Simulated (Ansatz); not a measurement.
**Relaxing Sb**

Computed with DFT r2SCAN, scalar-relativistic, plane waves, PAW (Ansatz 0.2.0). Cutoff 500 eV, Γ-centred k mesh, Gaussian smearing, no spin polarisation in the final step.

Sb was placed on the samarium (9R) structure type (R-3m, No. 166), at a guessed volume.

```yaml
crystal:
  lattice:
    - [1.83967, 1.06213, 8.89099]
    - [-1.83967, 1.06213, 8.89099]
    - [0.00000, -2.12426, 8.89099]
  atoms:
    - { symbol: Sb, position: [0.00000, 0.00000, 0.00000] }
    - { symbol: Sb, position: [0.22222, 0.22222, 0.22222] }
    - { symbol: Sb, position: [0.77778, 0.77778, 0.77778] }
```

Cell and atoms relax at zero pressure; the relaxation can't lower the symmetry of the start. After a coarse first stage the cell is made exact in the group found at 0.06 Å.

Energies count from the standard state of Sb at the same level.

Describe the relaxed structure.

It keeps R-3m (No. 166). The result has the samarium (9R) structure. Conventional cell: a = 3.337 Å, c = 25.360 Å. Around Sb on Wyckoff site a (1 atom of the primitive cell) lie 12 Sb at 3.34–3.47 Å; around Sb on Wyckoff site c (2 atoms of the primitive cell) lie 12 Sb at 3.31–3.47 Å.

```cif
data_structure
_symmetry_space_group_name_H-M 'R-3m:H'
_symmetry_Int_Tables_number 166
_cell_length_a 3.3375
_cell_length_b 3.3375
_cell_length_c 25.3600
_cell_angle_alpha 90.000
_cell_angle_beta 90.000
_cell_angle_gamma 120.000
_cell_volume 244.63
loop_
_atom_site_label
_atom_site_type_symbol
_atom_site_symmetry_multiplicity
_atom_site_Wyckoff_symbol
_atom_site_fract_x
_atom_site_fract_y
_atom_site_fract_z
_atom_site_occupancy
Sb1 Sb 3 a 0.00000 0.00000 0.00000 1
Sb2 Sb 6 c 0.33333 0.66667 0.88633 1
```

What are its volume, energy, density and gap?

The volume per atom is 27.18 Å³, the density is 7.44 g/cm³ and the energy over the standard structure is 0.43 eV/atom. The gap on the 18×18×18 mesh is 0 eV (a metal).

The final run used a 18×18×18 mesh on its 3-atom cell and 0.10 eV smearing. For metals, differences of a few meV/atom aren't resolved. Spin–orbit coupling is left out. Symmetry constrained the relaxation, so the result can be a saddle point.